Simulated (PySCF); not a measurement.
ClF⁺ at M06-2X

Computed with M06-2X; PySCF, no relativity, basis sets Cl def2-SVPD, F def2-SVPD.

```json
{
  "state": "²Π (doublet), unpaired electrons π ↑",
  "bond length": "2.918 bohr",
  "harmonic wavenumber": "993 cm⁻¹",
  "force constant": "7.16 mdyn/Å",
  "rotational constant Be": "0.5742 cm⁻¹",
  "anharmonicity ωexe": "5.22 cm⁻¹",
  "vibration–rotation constant αe": "0.00399 cm⁻¹",
  "well depth De to Cl⁺ + F": "247 kJ/mol",
  "dissociation energy D0": "241 kJ/mol",
  "bond order (Mayer)": "1.11",
  "dipole moment (positive dipole points towards F; it is taken about the centre of mass and depends on that origin)": "-1.94 D"
}
```

For an ion De counts to the pair picked by the measured ionisation energies or electron affinities, which need not be the lowest pair at this level. The state is the lowest determinant that a PBE0 search found; another state may lie lower at other levels.
